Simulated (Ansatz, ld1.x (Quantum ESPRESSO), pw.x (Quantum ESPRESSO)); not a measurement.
# From atom to crystal: ultrasoft potential for copper (Cu)

- Element: copper (Cu)
- Generator: ld1.x (Quantum ESPRESSO) 7.5
- Type: ultrasoft
- Functional: PBE
- Relativity: scalar-relativistic
- Frozen core: [Ar]
- Valence charge: 11
- Reference configuration: 3d10 4s0 4p1
- Partial waves: 4s (bound, empty): rcut 1.90, rcutus 2.20 bohr; 4s channel at 4.85 Ry: rcut 1.90, rcutus 2.20 bohr; 4p (bound): rcut 1.80, rcutus 2.50 bohr; 4p channel at 0.25 Ry: rcut 1.80, rcutus 2.50 bohr; 3d (bound): rcut 1.00, rcutus 1.40 bohr; 3d channel at -0.2 Ry: rcut 1.00, rcutus 1.40 bohr
- Local potential: all-electron potential smoothed inside 1.10 bohr (lloc = -1)
- Core correction: a·sin(br)/r model core inside 0.80 bohr
- Augmentation charge: PSQ, radius 1.15 bohr

Crystal test: fcc Cu in pw.x 7.5, no spin, 15³ k-points, Fermi–Dirac smearing 0.01 Ry, cutoffs 120/900 Ry. The reference is all-electron LAPW (Ansatz 0.2.0) with the same functional, mesh and smearing; V0 and B0 come from Birch–Murnaghan fits to the pressures at five volumes. Errors are pseudo minus all-electron; Δ is the rms difference of the E(V) curves that follow from these fits, minima aligned, over ±6 % about the mean V0. Mesh and smearing are coarse, so the numbers serve the comparison and aren't converged zero-temperature values; the lattice is a test structure that the element need not adopt.

All-electron: a0 = 3.629 Å (V0 = 11.95 Å³/atom), B0 = 140.8 GPa.

Question: How far does the potential miss the all-electron equation of state?

Answer: mean pressure error (GPa): -38.25. The pressure does not cross zero within the volumes sampled, so no fit is given. This is a poor potential for the solid. Note: ghost state, extra bound levels that the all-electron valence spectrum of the same l lacks: s at -92.0 eV. A true bound ghost makes a file unfit for plane-wave use.

```csv
V (Å³/atom),P all-electron (GPa),P pseudo (GPa)
11.403,7.47,-27.64
11.703,3.14,-34.35
12.003,-0.58,-39.52
12.303,-3.78,-43.54
12.603,-6.53,-46.49
```

Question: At the middle volume, how do free energy and pressure move when the wave cutoff is lowered (ecutrho held at 900 Ry)?

Answer:

```json
{"cutoff (Ry)": "54", "shift of F (meV/atom)": "+2657.4", "shift of P (GPa)": "-115.95"}
{"cutoff (Ry)": "72", "shift of F (meV/atom)": "+419.1", "shift of P (GPa)": "-32.69"}
{"cutoff (Ry)": "96", "shift of F (meV/atom)": "+7.9", "shift of P (GPa)": "-0.32"}
```

The run at the middle volume (120 k-points, 17 iterations) took about 66 s on one core of a shared host (Neoverse-V2, 96 threads, 742 GiB, load 32).
